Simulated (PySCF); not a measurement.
Relaxation of singlet CO(OH)₂

Method: PySCF, PBE0, basis C def2-TZVP, O def2-TZVP, H def2-TZVP (no relativity, density fitting). A (50,194) grid was used.

A hand-made T-shaped (ligand arrangement 1) (heavy-atom frame) start, of C2 symmetry, held to at least that symmetry:

Coordinates in bohr (charge 0 multiplicity 1):
```
C     0.0000    0.0000   -0.6558
O     0.0000    0.0000    1.6875
O     2.6063    0.0000   -0.5647
O    -2.6063    0.0000   -0.5647
H     3.7717   -1.3897   -0.5241
H    -3.7717    1.3897   -0.5241
```

Question: What forces act on the atoms at the start (eV/Å)?

Answer: 
```json
{"atom": "C1", "Fx": "0.00", "Fy": "0.00", "Fz": "13.17"}
{"atom": "O2", "Fx": "0.00", "Fy": "0.00", "Fz": "5.82"}
{"atom": "O3", "Fx": "4.92", "Fy": "2.04", "Fz": "-8.55"}
{"atom": "O4", "Fx": "-4.92", "Fy": "-2.04", "Fz": "-8.55"}
{"atom": "H5", "Fx": "-0.98", "Fy": "-1.04", "Fz": "-0.95"}
{"atom": "H6", "Fx": "0.98", "Fy": "1.04", "Fz": "-0.95"}
```

Question: What does it relax to?

Answer: It ends at C2v with C–O 1.200 Å, C–O 1.331 Å (×2), O–H 0.965 Å (×2); C–O–H 106.3° (×2), O–C–O 108.9°, O–C–O 125.6° (×2) (after a last refinement on a finer grid). A frequency run shows a minimum. Other isomers or separated fragments may lie lower.

Question: How much energy is released, and in how many steps?

Answer: 905.2 kJ/mol in 15 steps.

The relaxation took 22 s on 4 threads of a shared Intel Xeon Platinum 8488C (Sapphire Rapids) host, with 136 basis functions and 17 gradients; the process peaked at 1 GiB. Launch command: `OMP_NUM_THREADS=4 python axn.py task.json out`.
